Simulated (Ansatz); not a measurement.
A made-up structure of CH₅Si₂ (charge +1), closed shell:

```
atom    x (Å)    y (Å)    z (Å)
 Si1   0.4619  -0.0275  -1.0478
  C2  -1.0259   0.6176  -0.5909
 Si3   0.7283  -0.4895   0.6892
  H4  -1.9478   1.1060  -0.7782
  H5   1.2349  -0.1836  -2.2287
  H6  -0.9319   0.3758   0.4369
  H7   1.5285   0.3475   1.6036
  H8   0.4482  -1.8510   1.1843
```

It is relaxed with PBE-D4/def2-SVP and then PBE0-D4/def2-TZVP (Ansatz 0.2.0). Atoms count as bonded within 1.22 times the sum of their covalent radii (H–H: 0.88 Å). The end point is not checked to be a true minimum.

Question: Does its bonding change? (A judgement: the text doesn't fix the answer.)

Answer: Computed: Yes. Formed: C2–Si3; broken: none.

Where it ends: The first stage lowers the energy by 4.09 eV in 18 steps. It ends as CH₅Si₂ ([CH2]1[SiH][SiH2]1), total charge +1:
| atom | x (Å) | y (Å) | z (Å) |
| --- | --- | --- | --- |
| Si1 | 0.7693 | 0.0584 | -1.2698 |
| C2 | -0.6953 | 0.4446 | -0.2537 |
| Si3 | 0.4693 | -0.5697 | 0.8950 |
| H4 | -1.7258 | 0.2031 | -0.5134 |
| H5 | 0.8970 | 0.1077 | -2.7493 |
| H6 | -0.6464 | 1.4726 | 0.1416 |
| H7 | 1.1543 | 0.1992 | 1.9476 |
| H8 | 0.2737 | -2.0206 | 1.0702 |

Labels in which every atom is bracketed show which atoms are joined, not bond orders.

For scale, one of the runs: PBE0-D4/def2-TZVP relaxation, 135 basis functions, launched by `ansatz run in.yaml --threads 2 --pin off --events-out ev --progress --plain --max-ram 4352MiB`. Hardware: 2 CPU threads of an Intel Xeon Platinum 8488C, shared host. Wall time about 28 s.
